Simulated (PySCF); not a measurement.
Species: sodium diatomic, Na₂.
Z-matrix (Å and degrees, PBE0-D3(BJ)/def2-TZVP geometry), rows numbered from 1:
```
Na
Na  1  3.0994
```

Method: PySCF, TDDFT CAM-B3LYP/aug-cc-pVTZ, vertical, gas phase, core orbitals frozen in the response. Geometry: PBE0-D3(BJ)/def2-TZVP; no solvent, vibrations or thermal averaging.

Frontier orbitals with the atoms that hold most of them (Löwdin shares over 4%, at most four atoms; ? is withheld):

| orbital | ε (eV) | atoms |
| --- | --- | --- |
| HOMO-3 | -33.18 | Na1 50%, Na2 50% |
| HOMO-2 | -33.18 | Na1 50%, Na2 50% |
| HOMO-1 | -33.15 | Na2 50%, Na1 50% |
| HOMO | ? | Na2 50%, Na1 50% |
| LUMO | -0.79 | Na1 50%, Na2 50% |
| LUMO+1 | -0.03 | Na1 50%, Na2 50% |
| LUMO+2 | -0.03 | Na1 50%, Na2 50% |

**Question.** What is the HOMO energy, and the HOMO–LUMO gap?

**Answer.** ε(HOMO) = -4.39 eV; the gap is 3.60 eV (0.1324 hartree).

Within 0.005 eV of a neighbour in this list lie HOMO-3/HOMO-2 and LUMO+1/LUMO+2 (point group found: D∞h).

**Question.** The HOMO–LUMO gap is 3.60 eV. Where does the response calculation put the lowest singlet, and from which orbitals?

**Answer.** S1 is at 2.11 eV (f = 0.634), 1.49 eV below the gap, made of HOMO→LUMO (100%). Without the coupling terms of the response equations the lowest excitation would equal the gap.

Next come S2 at 2.65 eV (f 0.550), HOMO→LUMO+1/LUMO+2 (≥96%); S3 at 2.65 eV (f 0.550), HOMO→LUMO+1/LUMO+2 (≥96%); S4 at 3.02 eV (f 0.0000), HOMO→LUMO+3 (65%), HOMO→LUMO+7 (21%), HOMO→LUMO+10 (12%); S5 at 3.23 eV (f 0.0000), HOMO→LUMO+6 (65%), HOMO→LUMO+13 (29%).

Orbitals of the list HOMO-3 to LUMO+2 that lie within 0.01 eV of each other are written together with a slash and their weights summed (≥ marks a lower bound); for degenerate orbitals outside that list single weights are arbitrary.

Löwdin shares depend on the basis, the more so with diffuse functions.
